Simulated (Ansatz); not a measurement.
# AlH3F (doublet): wave-function methods side by side at distance Al1–H4 along a hydrogen transfer = 1.723 Å, cc-pVDZ

Aim: climb from Hartree-Fock through coupled cluster and multireference methods for AlH3F (doublet) at one geometry and basis, and see what each rung misses.

The runs use Ansatz 0.2.0, Gaussian basis; cc-pVDZ, correlated electrons: outside noble gas.

Plan: UHF; CCSD(T) on ROHF; CCSD(T) on UHF; BCCD(T) on ROHF; CISD; CCSDT(Q) on ROHF; CCSDT(Q) on UHF; CASSCF and MRCISD+Q, 3 electrons in 3 orbitals; CASSCF and NEVPT2, 3 electrons in 3 orbitals.

## 1. The system

The geometry derives from fragments relaxed apart (PBE0/def2-TZVP) and kept rigid, so it is no stationary point. A hydrogen atom is moved between rigid fragments.

5 atoms, charge 0, spin multiplicity 2.

Atoms are counted from 1 here; the program's logs count them from 0.

Bond lengths: Al1–H2 1.586 Å, Al1–H3 1.586 Å, Al1–H4 1.723 Å, H4–F5 1.083 Å. Angles: H2–Al1–H3 120.0°, H2–Al1–H4 120.0°, H3–Al1–H4 120.0°, Al1–H4–F5 180.0°.

In the tables R marks a restricted open-shell determinant and U an unrestricted one; 'pair' is the active space of 3 electrons in 3 orbitals; correlation energies count from the lowest restricted Hartree-Fock solution.

## 2. UHF

in.yaml

```yaml
crystal:
  periodic: [false, false, false]
  atoms:
    - {symbol: Al, position_ang: [-1.090687, 0.000000, 0.000000]}
    - {symbol: H, position_ang: [-1.883611, 1.373384, 0.000000]}
    - {symbol: H, position_ang: [-1.883611, -1.373384, 0.000000]}
    - {symbol: H, position_ang: [0.632313, 0.000000, 0.000000]}
    - {symbol: F, position_ang: [1.715313, 0.000000, 0.000000]}
basis:
  gaussian: {orbitals: cc-pVDZ}
magnetization: {spin_polarized: true, initial_magnetization: 1}
hamiltonian: {xc: hf}
output: {orbitals: {seedname: orbitals}}
```

Command:

```console
> ansatz run in.yaml --threads 1 --pin off --events-out ev --progress --plain --max-ram 2393MiB
```

After this run come: CCSD(T) on ROHF; CCSD(T) on UHF; BCCD(T) on ROHF; CISD; CCSDT(Q) on ROHF; CCSDT(Q) on UHF; CASSCF and MRCISD+Q, 3 electrons in 3 orbitals; CASSCF and NEVPT2, 3 electrons in 3 orbitals.

Q: Predict the results of all the runs planned. Wanted: correlation energy, UCCSDT(Q); RMP2 from UCCSDT(Q); UMP2 from UCCSDT(Q); RCCSD from UCCSDT(Q); RCCSD(T) from UCCSDT(Q); UCCSD(T) from UCCSDT(Q); RCCSDT(Q) from UCCSDT(Q); MRCISD+Q pair from UCCSDT(Q); T1 diagnostic.

As calculated:

```
                                      quantity                                                   value
                 correlation energy, UCCSDT(Q)                                              -8.2525 eV
                           RMP2 from UCCSDT(Q)                                              +770.2 meV
                           UMP2 from UCCSDT(Q)                                              +831.4 meV
                          RCCSD from UCCSDT(Q)                                              +156.0 meV
                       RCCSD(T) from UCCSDT(Q)                                               +34.5 meV
                       UCCSD(T) from UCCSDT(Q)                                               +34.9 meV
                      RCCSDT(Q) from UCCSDT(Q)                                                +1.1 meV
                  MRCISD+Q pair from UCCSDT(Q)                                               +95.1 meV
levels of the table within 1 kcal/mol (43 meV)  RCCSD(T), UCCSD(T), BCCD(T), RCCSDT, UCCSDT, RCCSDT(Q)
                                 T1 diagnostic                                                   0.019
```

**Reading.** RCCSD(T) lands +34.5 meV from the yardstick (0.4 % of the correlation energy). These misses are within one basis, not against nature; the frozen cores of restricted and unrestricted runs differ, which can shift their rows.
